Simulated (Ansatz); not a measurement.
Process, species as SMILES: OO (H2O2) → 2 [OH] (OH)
B3LYP-D3(BJ)/def2-TZVP geometries, fixed; electronic energies without zero-point terms.

Effect of a fitting basis named in the input at r2SCAN/cc-pVTZ with Ansatz (a program for electronic structure), against the last row, where the bond dissociation energy is 52.61 kcal/mol. Open shells are unrestricted. The default fits or decomposes integrals by the program's own choice; accuracy: high also tightens integrals, grids and stops.

| setting | largest shift of a total energy (mEh) | shift of the bond dissociation energy (kcal/mol) |
|---|---|---|
| fitting: def2-SV(P)-JKFIT | -0.066 | 0.008 |
| fitting: def2-universal-JKFIT | -0.066 | 0.008 |
| fitting: cc-pVTZ-JKFIT | -0.030 | 0.005 |
| fitting: cc-pVQZ-JKFIT | -0.016 | -0.001 |
| fitting: cc-pV5Z-JKFIT | -0.009 | -0.003 |
| fitting: def2-universal-JFIT | -0.236 | 0.040 |
| accuracy: high | 0.001 | 0.000 |
| accuracy: medium (default) | 0.000 | 0.000 |

Within 0.02 kcal/mol in the bond dissociation energy: fitting: def2-SV(P)-JKFIT; fitting: def2-universal-JKFIT; fitting: cc-pVTZ-JKFIT; fitting: cc-pVQZ-JKFIT; fitting: cc-pV5Z-JKFIT; accuracy: high. The largest shift is 0.236 mEh in a total energy and 0.040 kcal/mol in the difference.
